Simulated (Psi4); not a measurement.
**A workflow on HSClO2 (SMILES O=[SH](=O)Cl)**

We compute a structure relaxation (singlet HSClO2, r2SCAN-3c/def2-mTZVPP), then a single-point energy (doublet [HSClO2]+, U-r2SCAN-3c/def2-mTZVPP), then a structure relaxation (doublet [HSClO2]+, U-r2SCAN-3c/def2-mTZVPP), then the energy (singlet HSClO2, r2SCAN-3c/def2-mTZVPP) of ClHO2S. 

The calculation is run with Psi4 1.11.

### 1 The molecule

HSClO2: 5 atoms, total charge 0, spin state singlet. As SMILES, `O=[SH](=O)Cl`. The shape is that of a GFN2-xTB optimisation. The run starts from this shape.

Bond lengths: O1–S2 1.420 Å, S2–O3 1.420 Å, S2–Cl4 2.041 Å, S2–H5 1.399 Å. Angles: O1–S2–O3 121.1°, O1–S2–Cl4 109.2°, O3–S2–Cl4 109.1°, O1–S2–H5 107.8°, O3–S2–H5 107.8°, Cl4–S2–H5 99.9°.

### 2 A structure relaxation at r2SCAN-3c/def2-mTZVPP (density fitting) (run 1)

clho2s.py reads:

```python
import psi4

psi4.set_memory(1600000000)
psi4.set_num_threads(1)
psi4.set_output_file('psi4.out', False)

m = psi4.geometry("""
O
S 1 1.420066
O 2 1.420161 1 121.0909
Cl 2 2.040551 1 109.16041 3 127.84252
H 2 1.398861 1 107.78638 3 -124.5974
""")

psi4.set_options({
    'reference': 'rks',
})

e, wfn = psi4.optimize("r2scan-3c", return_wfn=True)
print(f'total energy {e:.8f} hartree = {e * 27.211386:.5f} eV')
m.save_xyz_file('final.xyz', False)
```

Started as:

```sh
$ python clho2s.py
```

psi4.out:

```text
[...]
  Running in c1 symmetry.
[...]
  Nuclear repulsion =  243.413503048689506
[...]
  Multiplicity = 1
[...]
  Nalpha       = 25
  Nbeta        = 25
[...]
    Number of basis functions: 107
[...]
   @DF-RKS iter   1: -1008.98566450419173    6.69637e-01   9.07099e-03 DIIS/ADIIS
[...]
   @DF-RKS iter   8: -1009.31958435852448   -2.08047e-11   9.97365e-09 DIIS
[...]
    Orbital Energies [Eh]
    ---------------------
    Doubly Occupied:
       1A   -101.251857     2A    -88.826454     3A    -19.007855
       4A    -19.007852     5A     -9.406513     6A     -8.094927
       7A     -7.152665     8A     -7.142635     9A     -7.142100
      10A     -6.041425    11A     -6.039332    12A     -6.038425
      13A     -1.121725    14A     -1.025378    15A     -0.832503
      16A     -0.676196    17A     -0.535271    18A     -0.498433
      19A     -0.471208    20A     -0.360418    21A     -0.360376
      22A     -0.340236    23A     -0.331809    24A     -0.330200
      25A     -0.307193
[...]
  @DF-RKS Final Energy: -1009.31958435852448
   => Energetics <=
    Nuclear Repulsion Energy =            237.1938999637811492
    One-Electron Energy =               -1862.9036448057549933
    Two-Electron Energy =                 687.7763802612626023
    DFT Exchange-Correlation Energy =     -71.3970495709497612
    Empirical Dispersion Energy =           0.0108297931365451
    VV10 Nonlocal Energy =                  0.0000000000000000
    Total Energy =                      -1009.3195843585244802
[...]
 Multipole Moments:
 ------------------------------------------------------------------------------------
     Multipole            Electronic (a.u.)      Nuclear  (a.u.)        Total (a.u.)
 ------------------------------------------------------------------------------------
 L = 1.  Multiply by 2.5417464519 to convert [e a0] to [Debye]
 Dipole X            :          1.8860731           -2.4295367           -0.5434636
 Dipole Y            :          1.0357040           -0.3649534            0.6707506
 Dipole Z            :          0.5564208           -0.1960669            0.3603539
 Magnitude           :                                                    0.9354753
[...]
  -Total Gradient:
     Atom            X                  Y                   Z
    ------   -----------------  -----------------  -----------------
       1       -0.000350091695    -0.000280459137    -0.000218303787
       2       -0.000238049756    -0.000134051274    -0.000068670774
       3       -0.000350003772    -0.000335443338    -0.000114998580
       4       -0.000244495106    -0.000355318150    -0.000191169041
       5       -0.000278397605    -0.000220702505    -0.000119188882
[...]
    Final optimized geometry and variables:
    Molecular point group: c1
    Full point group: C1
    Geometry (in Angstrom), charge = 0, multiplicity = 1:
    O
    S             1    1.454028
    O             2    1.454026      1  123.507796
    CL            2    2.113959      1  108.040467      3  127.319772
    H             2    1.365116      1  108.868609      3 -129.506859
[...]
```

The script printed:

```text
Optimizer: Optimization complete!
total energy -1009.31958436 hartree = -27464.98481 eV
```

Wall time 41 s (1 thread of Intel Xeon 6975P-C (Granite Rapids), shared host); peak memory 1 GiB.

Step by step:

| step | energy from the first frame kept (eV) | largest force (eV/Å) |
| --- | --- | --- |
| 0 | 0.0000 | 2.4879 |
| 1 | -0.1256 | 0.7553 |
| 2 | -0.1482 | 0.2211 |
| 3 | -0.1497 | 0.1287 |
| 4 | -0.1500 | 0.0445 |
| 5 | -0.1500 | 0.0257 |

After the run. Bond lengths: O1–S2 1.454 Å, S2–O3 1.454 Å, S2–Cl4 2.114 Å, S2–H5 1.365 Å. Angles: O1–S2–O3 123.5°, O1–S2–Cl4 108.0°, O3–S2–Cl4 108.0°, O1–S2–H5 108.9°, O3–S2–H5 108.9°, Cl4–S2–H5 96.0°.

### 3 The doublet cation: a single-point energy at U-r2SCAN-3c/def2-mTZVPP (density fitting) (run 2)

clho2s.in reads:

```
memory 1.6 GB

molecule {
  1 2
  O
  S 1 1.454028
  O 2 1.454026 1 123.50781
  Cl 2 2.113959 3 108.0407 1 -127.31963
  H 2 1.365115 3 108.8692 1 129.50666
  symmetry c1
}

set reference uks

e, wfn = energy('r2scan-3c', return_wfn=True)
print_variables()
```

Started as:

```sh
$ psi4 clho2s.in clho2s.out -n 1
```

clho2s.out:

```text
[...]
  Running in c1 symmetry.
[...]
  Nuclear repulsion =  237.193930928472838
[...]
  Multiplicity = 2
[...]
  Nalpha       = 25
  Nbeta        = 24
[...]
    Number of basis functions: 107
[...]
   @DF-UKS iter   1: -1008.46672160906007    1.02115e+00   9.27873e-03 DIIS/ADIIS
[...]
   @DF-UKS iter  12: -1008.89000889986164   -3.20322e-07   7.03646e-07 DIIS
[...]
   @S^2 Observed:                7.598222541E-01
[...]
    Orbital Energies [Eh]
    ---------------------
    Alpha Occupied:
       1A   -101.557395     2A    -89.080816     3A    -19.298439
       4A    -19.298436     5A     -9.706560     6A     -8.351016
       7A     -7.451969     8A     -7.450409     9A     -7.439903
      10A     -6.297510    11A     -6.295863    12A     -6.293264
      13A     -1.395077    14A     -1.305052    15A     -1.115981
      16A     -0.932277    17A     -0.789901    18A     -0.766047
      19A     -0.733380    20A     -0.647278    21A     -0.636922
      22A     -0.606311    23A     -0.603699    24A     -0.596891
      25A     -0.589586
    Alpha Virtual:
[...]
  @DF-UKS Final Energy: -1008.89000889986164
   => Energetics <=
    Nuclear Repulsion Energy =            237.1939309284728381
    One-Electron Energy =               -1849.3216642539246095
    Two-Electron Energy =                 674.2394153198844151
    DFT Exchange-Correlation Energy =     -71.0125801351325805
    Empirical Dispersion Energy =           0.0108892408382964
    VV10 Nonlocal Energy =                  0.0000000000000000
    Total Energy =                      -1008.8900088998616411
[...]
 Multipole Moments:
 ------------------------------------------------------------------------------------
     Multipole            Electronic (a.u.)      Nuclear  (a.u.)        Total (a.u.)
 ------------------------------------------------------------------------------------
 L = 1.  Multiply by 2.5417464519 to convert [e a0] to [Debye]
 Dipole X            :          2.0217889           -2.4295359           -0.4077471
 Dipole Y            :          1.2008656           -0.3649521            0.8359135
 Dipole Z            :          0.6451398           -0.1960666            0.4490732
 Magnitude           :                                                    1.0328000
[...]
```

Run time: 13 s. Hardware: 1 thread of Intel Xeon 6975P-C (Granite Rapids), shared host; peak memory 0.94 GiB.

### 4 The doublet cation: a geometry optimisation at U-r2SCAN-3c/def2-mTZVPP (density fitting) (run 3)

input.in reads:

```
memory 1.6 GB

molecule {
  1 2
  O
  S 1 r2
  O 2 r3 1 a3
  Cl 2 r4 3 a4 1 d4
  H 2 r5 3 a5 1 d5

  r2 = 1.454028
  r3 = 1.454026
  a3 = 123.50781
  r4 = 2.113959
  a4 = 108.0407
  d4 = -127.31963
  r5 = 1.365115
  a5 = 108.8692
  d5 = 129.50666
  units angstrom
  symmetry c1
}

set globals {
  reference uks
}

e_tot, wfn = optimize('r2scan-3c', return_wfn=True)
```

Started as:

```sh
$ psi4 -i input.in -o input.out -n 1
```

input.out:

```text
[...]
  Running in c1 symmetry.
[...]
  Nuclear repulsion =  237.193930928472838
[...]
  Multiplicity = 2
[...]
  Nalpha       = 25
  Nbeta        = 24
[...]
    Number of basis functions: 107
[...]
   @DF-UKS iter   1: -1008.46672160906007    1.02115e+00   9.27873e-03 ADIIS/DIIS
[...]
   @DF-UKS iter  12: -1008.89485901550506   -1.36424e-12   5.21972e-09 DIIS
[...]
   @S^2 Observed:                7.625732424E-01
[...]
    Orbital Energies [Eh]
    ---------------------
    Alpha Occupied:
       1A   -101.539661     2A    -89.092986     3A    -19.311090
       4A    -19.311085     5A     -9.691393     6A     -8.362182
       7A     -7.438161     8A     -7.429754     9A     -7.425755
      10A     -6.308186    11A     -6.307407    12A     -6.304703
      13A     -1.396469    14A     -1.292910    15A     -1.128610
      16A     -0.943446    17A     -0.796326    18A     -0.773220
      19A     -0.741793    20A     -0.653545    21A     -0.637678
      22A     -0.605042    23A     -0.602646    24A     -0.589821
      25A     -0.587092
    Alpha Virtual:
[...]
  @DF-UKS Final Energy: -1008.89485901550506
   => Energetics <=
    Nuclear Repulsion Energy =            240.0738553455122997
    One-Electron Energy =               -1855.0461088923289026
    Two-Electron Energy =                 677.0716990007081222
    DFT Exchange-Correlation Energy =     -71.0057639676068391
    Empirical Dispersion Energy =           0.0114594982101908
    VV10 Nonlocal Energy =                  0.0000000000000000
    Total Energy =                      -1008.8948590155050624
[...]
 Multipole Moments:
 ------------------------------------------------------------------------------------
     Multipole            Electronic (a.u.)      Nuclear  (a.u.)        Total (a.u.)
 ------------------------------------------------------------------------------------
 L = 1.  Multiply by 2.5417464519 to convert [e a0] to [Debye]
 Dipole X            :          1.8533828           -2.4437998           -0.5904170
 Dipole Y            :          1.1107373           -0.3103995            0.8003379
 Dipole Z            :          0.8102532           -0.2264175            0.5838357
 Magnitude           :                                                    1.1532550
[...]
  -Total Gradient:
     Atom            X                  Y                   Z
    ------   -----------------  -----------------  -----------------
       1       -0.000255542088    -0.000182330522    -0.000124757155
       2       -0.000414120210    -0.000243525853    -0.000177075695
       3       -0.000255666052    -0.000174211844    -0.000135654461
       4       -0.000144243262    -0.000130543983    -0.000095370176
       5       -0.000232026981    -0.000166314632    -0.000121376322
[...]
    Final optimized geometry and variables:
    Molecular point group: c1
    Full point group: C1
    Geometry (in Angstrom), charge = 1, multiplicity = 2:
    O
    S             1          r2
    O             2          r3      1          a3
    CL            2          r4      3          a4      1          d4
    H             2          r5      3          a5      1          d5
    a3        =  107.7785184176
    a4        =  112.0682097046
    a5        =  111.4275219948
    d4        = -123.7604517749
    d5        =  122.5453968810
[...]
```

The script printed:

```text
Optimizer: Optimization complete!
```

Run time: 2.2 min. Hardware: 1 thread of Intel Xeon 6975P-C (Granite Rapids), shared host; peak memory 0.98 GiB.

The path in brief:

| step | energy from the first frame kept (eV) | largest force (eV/Å) |
| --- | --- | --- |
| 0 | 0.0000 | 1.8122 |
| 1 | -0.0607 | 0.8656 |
| 2 | -0.0739 | 0.7274 |
| 3 | -0.0953 | 0.5894 |
| 4 | -0.0678 | 2.0630 |
| 5 | -0.1289 | 0.1225 |
| 6 | -0.1300 | 0.2675 |
| 7 | -0.1302 | 0.2554 |
| 8 | -0.1321 | 0.0415 |
| 9 | -0.1320 | 0.0263 |

After the run. Bond lengths: O1–S2 1.489 Å, S2–O3 1.489 Å, S2–Cl4 1.992 Å, S2–H5 1.371 Å. Angles: O1–S2–O3 107.8°, O1–S2–Cl4 112.1°, O3–S2–Cl4 112.1°, O1–S2–H5 111.4°, O3–S2–H5 111.4°, Cl4–S2–H5 102.1°.

### 5 A single-point energy at r2SCAN-3c/def2-mTZVPP (density fitting) (run 4)

calc.dat reads:

```
memory 1600 mb

molecule molecule1 {
  0 1
  O      0.099700    -1.034205     1.147026
  S      0.105605    -0.031275     0.045971
  O      0.951215    -0.570006    -1.055357
  Cl    -1.735210     0.412097    -0.572281
  H      0.563719     1.185776     0.479614
}


e_tot = energy("r2scan-3c")
print_variables()
```

Started as:

```sh
$ psi4 calc.dat calc.out -n 1
```

calc.out:

```text
[...]
  Running in c1 symmetry.
[...]
  Nuclear repulsion =  240.073830332121759
[...]
  Multiplicity = 1
[...]
  Nalpha       = 25
  Nbeta        = 25
[...]
    Number of basis functions: 107
[...]
   @DF-RKS iter   1: -1008.92119807688346    5.59945e-01   9.45243e-03 ADIIS/DIIS
[...]
   @DF-RKS iter  11: -1009.30142481014786   -9.65076e-09   1.42429e-07 DIIS
[...]
    Orbital Energies [Eh]
    ---------------------
    Doubly Occupied:
       1A   -101.280297     2A    -88.823688     3A    -18.983166
       4A    -18.983161     5A     -9.436017     6A     -8.091136
       7A     -7.182346     8A     -7.171789     9A     -7.171474
      10A     -6.037968    11A     -6.035175    12A     -6.034772
      13A     -1.094035    14A     -0.978151    15A     -0.876497
      16A     -0.684139    17A     -0.539709    18A     -0.484468
      19A     -0.456270    20A     -0.364161    21A     -0.362328
      22A     -0.341856    23A     -0.326003    24A     -0.308996
      25A     -0.281389
[...]
  @DF-RKS Final Energy: -1009.30142481014786
   => Energetics <=
    Nuclear Repulsion Energy =            240.0738303321217586
    One-Electron Energy =               -1868.6636969221590334
    Two-Electron Energy =                 690.6621797239956777
    DFT Exchange-Correlation Energy =     -71.3851374623162940
    Empirical Dispersion Energy =           0.0113995182099657
    VV10 Nonlocal Energy =                  0.0000000000000000
    Total Energy =                      -1009.3014248101478643
[...]
 Multipole Moments:
 ------------------------------------------------------------------------------------
     Multipole            Electronic (a.u.)      Nuclear  (a.u.)        Total (a.u.)
 ------------------------------------------------------------------------------------
 L = 1.  Multiply by 2.5417464519 to convert [e a0] to [Debye]
 Dipole X            :         -2.5655842            2.1479590           -0.4176252
 Dipole Y            :          0.5733099            0.7322669            1.3055768
 Dipole Z            :         -0.8711008            0.9847975            0.1136967
 Magnitude           :                                                    1.3754522
[...]
```

Wall time 8.4 s (1 thread of Intel Xeon 6975P-C (Granite Rapids), shared host); peak memory 0.94 GiB.

### 6 What came out

| quantity | value |
| --- | --- |
| run 1, r2SCAN-3c/def2-mTZVPP: total energy at the end | -1009.31958 Eh |
| run 1, r2SCAN-3c/def2-mTZVPP: dipole moment | 2.38 D |
| run 1, r2SCAN-3c/def2-mTZVPP: HOMO energy | -8.36 eV |
| run 1, r2SCAN-3c/def2-mTZVPP: LUMO energy | -3.31 eV |
| run 1, r2SCAN-3c/def2-mTZVPP: HOMO–LUMO gap | 5.05 eV |
| doublet cation, run 2: total energy | -1008.89001 Eh |
| doublet cation, run 2: HOMO energy (highest over α and β) | -15.84 eV |
| doublet cation, run 2: LUMO energy (lowest over α and β) | -14.99 eV |
| doublet cation, run 2: ⟨S²⟩ | 0.760 |
| doublet cation, run 3: total energy at the end | -1008.89486 Eh |
| doublet cation, run 3: HOMO energy (highest over α and β) | -15.80 eV |
| doublet cation, run 3: LUMO energy (lowest over α and β) | -14.40 eV |
| doublet cation, run 3: ⟨S²⟩ | 0.763 |
| run 4, r2SCAN-3c/def2-mTZVPP: total energy | -1009.30142 Eh |
| run 4, r2SCAN-3c/def2-mTZVPP: dipole moment | 3.50 D |
| run 4, r2SCAN-3c/def2-mTZVPP: HOMO energy | -7.66 eV |
| run 4, r2SCAN-3c/def2-mTZVPP: LUMO energy | -3.10 eV |
| run 4, r2SCAN-3c/def2-mTZVPP: HOMO–LUMO gap | 4.55 eV |
| adiabatic ionisation energy (to the doublet cation, no zero-point term) | 11.557 eV |

In words: The adiabatic ionisation energy (to the doublet cation, no zero-point term) is 11.56 eV (1115 kJ/mol). The optimisation (run 1, r2SCAN-3c/def2-mTZVPP) took 6 steps and changed the energy by -0.150 eV. The optimisation (doublet cation, run 3) took 10 steps and changed the energy by -0.132 eV.
